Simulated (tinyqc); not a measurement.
UHF in the sto-6g basis, for H2O, spin multiplicity 1, step by step. One step of it, computed by the program tinyqc.

Question. Iteration 1: building the Fock matrix. J_ij = sum D_kl (ij|kl) with D = D(alpha) + D(beta), K_ij = sum D_kl (ik|jl) for each spin; F = H + J - K(s); E = tr D H + tr D J / 2 - 0.5 sum_s tr D(s) K(s) + E_nn.

D(alpha) at the start:
```
            1O 1s      1O 2s     1O 2px     1O 2py     1O 2pz      2H 1s      3H 1s
1O 1s    1.061032  -0.273307   0.007278   0.000000  -0.016646   0.032402   0.032402
1O 2s   -0.273307   1.221986  -0.077467   0.000000   0.099020  -0.146027  -0.146027
1O 2px   0.007278  -0.077467   0.960530   0.000000  -0.037152   0.148494   0.148494
1O 2py   0.000000   0.000000   0.000000   1.101808   0.000000  -0.129266   0.129266
1O 2pz  -0.016646   0.099020  -0.037152   0.000000   1.058115  -0.097070  -0.097070
2H 1s    0.032402  -0.146027   0.148494  -0.129266  -0.097070   0.059119   0.028788
3H 1s    0.032402  -0.146027   0.148494   0.129266  -0.097070   0.028788   0.059119
```

D(beta) at the start:
```
            1O 1s      1O 2s     1O 2px     1O 2py     1O 2pz      2H 1s      3H 1s
1O 1s    1.061032  -0.273307  -0.007278   0.000000  -0.016646   0.032402   0.032402
1O 2s   -0.273307   1.221986   0.077467   0.000000   0.099020  -0.146027  -0.146027
1O 2px  -0.007278   0.077467   0.960530   0.000000   0.037152  -0.148494  -0.148494
1O 2py   0.000000   0.000000   0.000000   1.101808   0.000000  -0.129266   0.129266
1O 2pz  -0.016646   0.099020   0.037152   0.000000   1.058115  -0.097070  -0.097070
2H 1s    0.032402  -0.146027  -0.148494  -0.129266  -0.097070   0.059119   0.028788
3H 1s    0.032402  -0.146027  -0.148494   0.129266  -0.097070   0.028788   0.059119
```

core Hamiltonian H = T + V (hartree):
```
             1O 1s      1O 2s     1O 2px     1O 2py     1O 2pz      2H 1s      3H 1s
1O 1s   -32.839167  -7.257196   0.000000   0.000000  -0.013819  -1.084135  -1.084135
1O 2s    -7.257196  -9.062461   0.000000   0.000000  -0.161308  -2.583166  -2.583166
1O 2px    0.000000   0.000000  -7.321452   0.000000   0.000000   0.000000   0.000000
1O 2py    0.000000   0.000000   0.000000  -7.416605   0.000000  -1.508968   1.508968
1O 2pz   -0.013819  -0.161308   0.000000   0.000000  -7.382049  -1.244659  -1.244659
2H 1s    -1.084135  -2.583166   0.000000  -1.508968  -1.244659  -4.335855  -0.900801
3H 1s    -1.084135  -2.583166   0.000000   1.508968  -1.244659  -0.900801  -4.335855
```

Two-electron integrals (ij|kl) in chemists' order, unique and non-zero (hartree):
```
(11|11) 4.787491    (21|11) 0.675884    (21|21) 0.121505    (22|11) 1.117379
(22|21) 0.249212    (22|22) 0.817383    (31|31) 0.025762    (32|31) 0.039145
(32|32) 0.180664    (33|11) 1.117381    (33|21) 0.249212    (33|22) 0.817382
(33|33) 0.880663    (41|41) 0.025762    (42|41) 0.039145    (42|42) 0.180664
(43|43) 0.047461    (44|11) 1.117381    (44|21) 0.249212    (44|22) 0.817382
(44|33) 0.785741    (44|44) 0.880663    (51|51) 0.025762    (52|51) 0.039145
(52|52) 0.180664    (53|53) 0.047461    (54|54) 0.047461    (55|11) 1.117381
(55|21) 0.249212    (55|22) 0.817382    (55|33) 0.785741    (55|44) 0.785741
(55|55) 0.880663    (61|11) 0.106681    (61|21) 0.018395    (61|22) 0.036949
(61|33) 0.036871    (61|41) 0.000706    (61|42) 0.001385    (61|44) 0.037015
(61|51) 0.000563    (61|52) 0.001105    (61|54) 0.000114    (61|55) 0.036963
(61|61) 0.002838    (62|11) 0.278474    (62|21) 0.063072    (62|22) 0.231488
(62|33) 0.227526    (62|41) 0.003965    (62|42) 0.030176    (62|44) 0.234786
(62|51) 0.003164    (62|52) 0.024081    (62|54) 0.005793    (62|55) 0.232150
(62|61) 0.009617    (62|62) 0.084284    (63|31) 0.006750    (63|32) 0.038838
(63|43) 0.006120    (63|53) 0.004884    (63|63) 0.011422    (64|11) 0.164384
(64|21) 0.037735    (64|22) 0.147640    (64|33) 0.141163    (64|41) 0.008781
(64|42) 0.056648    (64|44) 0.157797    (64|51) 0.001620    (64|52) 0.014213
(64|54) 0.008390    (64|55) 0.143961    (64|61) 0.005995    (64|62) 0.065321
(64|64) 0.061405    (65|11) 0.131183    (65|21) 0.030113    (65|22) 0.117821
(65|33) 0.112652    (65|41) 0.001620    (65|42) 0.014213    (65|44) 0.116158
(65|51) 0.008043    (65|52) 0.050180    (65|54) 0.008918    (65|55) 0.124652
(65|61) 0.004784    (65|62) 0.052128    (65|64) 0.039888    (65|65) 0.043253
(66|11) 0.446552    (66|21) 0.103011    (66|22) 0.434172    (66|33) 0.417715
(66|41) 0.007765    (66|42) 0.082501    (66|44) 0.447877    (66|51) 0.006196
(66|52) 0.065838    (66|54) 0.024071    (66|55) 0.436924    (66|61) 0.015830
(66|62) 0.208003    (66|64) 0.183564    (66|65) 0.146488    (66|66) 0.774999
(71|11) 0.106681    (71|21) 0.018395    (71|22) 0.036949    (71|33) 0.036871
(71|41) -0.000706   (71|42) -0.001385   (71|44) 0.037015    (71|51) 0.000563
(71|52) 0.001105    (71|54) -0.000114   (71|55) 0.036963    (71|61) 0.002796
(71|62) 0.009295    (71|64) 0.005316    (71|65) 0.004629    (71|66) 0.015158
(71|71) 0.002838    (72|11) 0.278474    (72|21) 0.063072    (72|22) 0.231488
(72|33) 0.227526    (72|41) -0.003965   (72|42) -0.030176   (72|44) 0.234786
(72|51) 0.003164    (72|52) 0.024081    (72|54) -0.005793   (72|55) 0.232150
(72|61) 0.009295    (72|62) 0.066751    (72|64) 0.036092    (72|65) 0.040156
(72|66) 0.132229    (72|71) 0.009617    (72|72) 0.084284    (73|31) 0.006750
(73|32) 0.038838    (73|43) -0.006120   (73|53) 0.004884    (73|63) 0.008709
(73|73) 0.011422    (74|11) -0.164384   (74|21) -0.037735   (74|22) -0.147640
(74|33) -0.141163   (74|41) 0.008781    (74|42) 0.056648    (74|44) -0.157797
(74|51) -0.001620   (74|52) -0.014213   (74|54) 0.008390    (74|55) -0.143961
(74|61) -0.005316   (74|62) -0.036092   (74|64) -0.011381   (74|65) -0.021290
(74|66) -0.065700   (74|71) -0.005995   (74|72) -0.065321   (74|74) 0.061405
(75|11) 0.131183    (75|21) 0.030113    (75|22) 0.117821    (75|33) 0.112652
(75|41) -0.001620   (75|42) -0.014213   (75|44) 0.116158    (75|51) 0.008043
(75|52) 0.050180    (75|54) -0.008918   (75|55) 0.124652    (75|61) 0.004629
(75|62) 0.040156    (75|64) 0.021290    (75|65) 0.032445    (75|66) 0.086438
(75|71) 0.004784    (75|72) 0.052128    (75|74) -0.039888   (75|75) 0.043253
(76|11) 0.088389    (76|21) 0.020242    (76|22) 0.080995    (76|33) 0.079088
(76|44) 0.080571    (76|51) 0.001564    (76|52) 0.014326    (76|55) 0.083325
(76|61) 0.003054    (76|62) 0.029597    (76|64) 0.019965    (76|65) 0.020597
(76|66) 0.077503    (76|71) 0.003054    (76|72) 0.029597    (76|74) -0.019965
(76|75) 0.020597    (76|76) 0.013290    (77|11) 0.446552    (77|21) 0.103011
(77|22) 0.434172    (77|33) 0.417715    (77|41) -0.007765   (77|42) -0.082501
(77|44) 0.447877    (77|51) 0.006196    (77|52) 0.065838    (77|54) -0.024071
(77|55) 0.436924    (77|61) 0.015158    (77|62) 0.132229    (77|64) 0.065700
(77|65) 0.086438    (77|66) 0.288533    (77|71) 0.015830    (77|72) 0.208003
(77|74) -0.183564   (77|75) 0.146488    (77|76) 0.077503    (77|77) 0.774999
```

nuclear repulsion = 7.55482980 hartree

Give: Coulomb J; exchange K(alpha); exchange K(beta); F(alpha); F(beta); total energy of this density.

Answer.

Coulomb J (hartree):
```
          1O 1s   1O 2s  1O 2px   1O 2py  1O 2pz   2H 1s    3H 1s
1O 1s   18.6710  3.3612  0.0000   0.0000  0.0040  0.5118   0.5118
1O 2s    3.3612  8.8045  0.0000   0.0000  0.0047  2.4124   2.4124
1O 2px   0.0000  0.0000  8.8006   0.0000  0.0000  0.0000   0.0000
1O 2py   0.0000  0.0000  0.0000   8.8064  0.0000  1.5101  -1.5101
1O 2pz   0.0040  0.0047  0.0000   0.0000  8.8066  1.2051   1.2051
2H 1s    0.5118  2.4124  0.0000   1.5101  1.2051  4.3564   0.8242
3H 1s    0.5118  2.4124  0.0000  -1.5101  1.2051  0.8242   4.3564
```

exchange K(alpha) (hartree):
```
          1O 1s   1O 2s   1O 2px   1O 2py  1O 2pz   2H 1s    3H 1s
1O 1s    4.9421  0.7947  -0.0011   0.0000  0.0006  0.1305   0.1305
1O 2s    0.7947  1.4171   0.0039   0.0000  0.0032  0.3363   0.3363
1O 2px  -0.0011  0.0039   1.1501   0.0000  0.0040  0.0521   0.0521
1O 2py   0.0000  0.0000   0.0000   1.1826  0.0000  0.1586  -0.1586
1O 2pz   0.0006  0.0032   0.0040   0.0000  1.1821  0.1269   0.1269
2H 1s    0.1305  0.3363   0.0521   0.1586  0.1269  0.1435   0.0802
3H 1s    0.1305  0.3363   0.0521  -0.1586  0.1269  0.0802   0.1435
```

exchange K(beta) (hartree):
```
         1O 1s    1O 2s   1O 2px   1O 2py   1O 2pz    2H 1s    3H 1s
1O 1s   4.9421   0.7947   0.0011   0.0000   0.0006   0.1305   0.1305
1O 2s   0.7947   1.4171  -0.0039   0.0000   0.0032   0.3363   0.3363
1O 2px  0.0011  -0.0039   1.1501   0.0000  -0.0040  -0.0521  -0.0521
1O 2py  0.0000   0.0000   0.0000   1.1826   0.0000   0.1586  -0.1586
1O 2pz  0.0006   0.0032  -0.0040   0.0000   1.1821   0.1269   0.1269
2H 1s   0.1305   0.3363  -0.0521   0.1586   0.1269   0.1435   0.0802
3H 1s   0.1305   0.3363  -0.0521  -0.1586   0.1269   0.0802   0.1435
```

F(alpha) (hartree):
```
           1O 1s    1O 2s   1O 2px   1O 2py   1O 2pz    2H 1s    3H 1s
1O 1s   -19.1102  -4.6907   0.0011   0.0000  -0.0104  -0.7029  -0.7029
1O 2s    -4.6907  -1.6750  -0.0039   0.0000  -0.1599  -0.5070  -0.5070
1O 2px    0.0011  -0.0039   0.3291   0.0000  -0.0040  -0.0521  -0.0521
1O 2py    0.0000   0.0000   0.0000   0.2071   0.0000  -0.1574   0.1574
1O 2pz   -0.0104  -0.1599  -0.0040   0.0000   0.2424  -0.1664  -0.1664
2H 1s    -0.7029  -0.5070  -0.0521  -0.1574  -0.1664  -0.1229  -0.1568
3H 1s    -0.7029  -0.5070  -0.0521   0.1574  -0.1664  -0.1568  -0.1229
```

F(beta) (hartree):
```
           1O 1s    1O 2s   1O 2px   1O 2py   1O 2pz    2H 1s    3H 1s
1O 1s   -19.1102  -4.6907  -0.0011   0.0000  -0.0104  -0.7029  -0.7029
1O 2s    -4.6907  -1.6750   0.0039   0.0000  -0.1599  -0.5070  -0.5070
1O 2px   -0.0011   0.0039   0.3291   0.0000   0.0040   0.0521   0.0521
1O 2py    0.0000   0.0000   0.0000   0.2071   0.0000  -0.1574   0.1574
1O 2pz   -0.0104  -0.1599   0.0040   0.0000   0.2424  -0.1664  -0.1664
2H 1s    -0.7029  -0.5070   0.0521  -0.1574  -0.1664  -0.1229  -0.1568
3H 1s    -0.7029  -0.5070   0.0521   0.1574  -0.1664  -0.1568  -0.1229
```

total energy of this density = -74.067689 hartree
